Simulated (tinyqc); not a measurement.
Inside a calculation. Method: UHF in the sto-3g basis, for CH2, spin multiplicity 3. One step of it, computed by the program tinyqc.

Problem. Iteration 31 (converged): orbitals. Diagonalise F' = X^T F X, C = X C', fill 5 alpha and 3 beta electrons from the bottom; D(s) = C_occ C_occ^T. Each column has its largest component positive (the first on a tie).

converged F(alpha) (hartree), lower triangle:
```
             1C 1s      1C 2s     1C 2px     1C 2py     1C 2pz      2H 1s      3H 1s
1C 1s   -10.984084
1C 2s    -2.977609  -1.556483
1C 2px    0.000000   0.000000  -0.355726
1C 2py    0.000000   0.000000   0.000000  -0.244053
1C 2pz   -0.004804   0.034363   0.000000   0.000000  -0.294908
2H 1s    -0.556905  -0.610063   0.000000  -0.354814  -0.205891  -0.348171
3H 1s    -0.556905  -0.610063   0.000000   0.354814  -0.205891  -0.136781  -0.348171
```

converged F(beta) (hartree), lower triangle:
```
             1C 1s      1C 2s    1C 2px     1C 2py     1C 2pz      2H 1s      3H 1s
1C 1s   -10.927054
1C 2s    -2.924490  -1.161589
1C 2px    0.000000   0.000000  0.388839
1C 2py    0.000000   0.000000  0.000000  -0.091633
1C 2pz   -0.004774  -0.207779  0.000000   0.000000   0.298339
2H 1s    -0.544129  -0.560677  0.000000  -0.341994  -0.170431  -0.369384
3H 1s    -0.544129  -0.560677  0.000000   0.341994  -0.170431  -0.119859  -0.369384
```

X:
```
                1          2          3         4          5          6         7
1C 1s   -0.332862   0.000000   0.761377  0.000000  -0.588576   0.000000  0.200745
1C 2s    1.119746   0.000000  -0.287618  0.000000  -0.258002   0.000000  0.472922
1C 2px   0.000000   0.000000   0.000000  1.000000   0.000000   0.000000  0.000000
1C 2py   0.000000   1.028904   0.000000  0.000000   0.000000   0.606143  0.000000
1C 2pz   0.465833   0.000000   0.631491  0.000000   0.680721   0.000000  0.191557
2H 1s   -0.750649  -0.793214  -0.187386  0.000000   0.149284   0.393124  0.367659
3H 1s   -0.750649   0.793214  -0.187386  0.000000   0.149284  -0.393124  0.367659
```

Give: F' = X^T F X; orbital energies; coefficients C; F' = X^T F X; orbital energies; coefficients C; D(alpha) after iteration 31; D(beta) after iteration 31.

Solution.

F' = X^T F X (alpha) (hartree), lower triangle:
```
         1       2        3        4        5        6        7
1   0.2604
2   0.0000  0.6339
3   1.0480  0.0000  -5.0771
4   0.0000  0.0000   0.0000  -0.3557
5  -0.6512  0.0000   4.5326   0.0000  -4.7735
6   0.0000  0.0338   0.0000   0.0000   0.0000  -0.4932
7   0.1890  0.0000  -2.4427   0.0000   2.5107   0.0000  -2.1389
```

orbital energies (alpha) (hartree): MO1 -10.9912, MO2 -0.8540, MO3 -0.4942, MO4 -0.3949, MO5 -0.3557, MO6 0.5110, MO7 0.6350

coefficients C (alpha):
```
            MO1      MO2      MO3      MO4     MO5      MO6      MO7
1C 1s    0.9925  -0.2494   0.0000   0.0687  0.0000  -0.1591   0.0000
1C 2s    0.0312   0.8423   0.0000  -0.3569  0.0000   0.8882   0.0000
1C 2px   0.0000   0.0000   0.0000   0.0000  1.0000   0.0000   0.0000
1C 2py   0.0000   0.0000   0.5751   0.0000  0.0000   0.0000   1.0466
1C 2pz   0.0026  -0.0276   0.0000   0.8337  0.0000   0.6481   0.0000
2H 1s   -0.0062   0.1900   0.4167   0.2752  0.0000  -0.8026  -0.7811
3H 1s   -0.0062   0.1900  -0.4167   0.2752  0.0000  -0.8026   0.7811
```

F' = X^T F X (beta) (hartree), lower triangle:
```
         1       2        3       4        5        6        7
1   0.3907
2   0.0000  0.7055
3   0.9391  0.0000  -4.7238
4   0.0000  0.0000   0.0000  0.3888
5  -0.7366  0.0000   4.8809  0.0000  -4.3493
6   0.0000  0.1507   0.0000  0.0000   0.0000  -0.4368
7   0.3484  0.0000  -2.4573  0.0000   2.4618   0.0000  -2.0134
```

orbital energies (beta) (hartree): MO1 -10.9320, MO2 -0.6533, MO3 -0.4563, MO4 0.2978, MO5 0.3888, MO6 0.5916, MO7 0.7250

coefficients C (beta):
```
            MO1      MO2      MO3      MO4     MO5      MO6      MO7
1C 1s    0.9939  -0.1943   0.0000  -0.1724  0.0000  -0.1481   0.0000
1C 2s    0.0256   0.5920   0.0000   0.7773  0.0000   0.8195   0.0000
1C 2px   0.0000   0.0000   0.0000   0.0000  1.0000   0.0000   0.0000
1C 2py   0.0000   0.0000   0.4688   0.0000  0.0000   0.0000   1.0983
1C 2pz   0.0027   0.1596   0.0000  -0.6529  0.0000   0.8150   0.0000
2H 1s   -0.0052   0.3503   0.4919  -0.3520  0.0000  -0.7137  -0.7361
3H 1s   -0.0052   0.3503  -0.4919  -0.3520  0.0000  -0.7137   0.7361
```

D(alpha) after iteration 31, lower triangle:
```
          1C 1s    1C 2s  1C 2px   1C 2py  1C 2pz    2H 1s   3H 1s
1C 1s    1.0519
1C 2s   -0.2036   0.8379
1C 2px   0.0000   0.0000  1.0000
1C 2py   0.0000   0.0000  0.0000   0.3307
1C 2pz   0.0667  -0.3207  0.0000   0.0000  0.6958
2H 1s   -0.0346   0.0616  0.0000   0.2396  0.2242   0.2855
3H 1s   -0.0346   0.0616  0.0000  -0.2396  0.2242  -0.0617  0.2855
```

D(beta) after iteration 31, lower triangle:
```
          1C 1s   1C 2s  1C 2px   1C 2py  1C 2pz    2H 1s   3H 1s
1C 1s    1.0256
1C 2s   -0.0896  0.3511
1C 2px   0.0000  0.0000  0.0000
1C 2py   0.0000  0.0000  0.0000   0.2198
1C 2pz  -0.0283  0.0946  0.0000   0.0000  0.0255
2H 1s   -0.0732  0.2072  0.0000   0.2306  0.0559   0.3646
3H 1s   -0.0732  0.2072  0.0000  -0.2306  0.0559  -0.1192  0.3646
```
